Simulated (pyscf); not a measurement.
A first-order saddle from PySCF, ωB97X-D3(BJ)/def2-SVP:

```xyz
5

O      0.3613     0.1822     0.9154
As    -1.1425    -0.3717     1.0426
H     -1.3657    -1.6199    -0.1787
H     -2.0650     0.2443    -0.3242
H     -1.7883    -0.7455    -0.6409
```

Surface: singlet, charge 0. Lowest wavenumbers (cm⁻¹): 1767i, 512, 691, 974, 1075.

### Question
Name the species on either side of this saddle.

### Answer
O=AsH + hydrogen (H₂) <-> O=AsH + hydrogen (H₂), a four-centre exchange read from left to right: As–H, H–H broken and As–H, H–H formed. At ωB97M-D3(BJ)/def2-TZVP it lies +27.8 kcal/mol from the left side and +27.8 kcal/mol from the right (each side as separated species at their lowest minima found). At the saddle there is also a short As–H contact that neither side keeps. O=AsH lies 7.5 kcal/mol over its isomer HO–As: [triplet] (electronic energy, ωB97M-D3(BJ)/def2-TZVP). This is the saddle that the search found; another between the same sides may lie lower. Elements up to Kr have no core potential and no relativistic terms here.
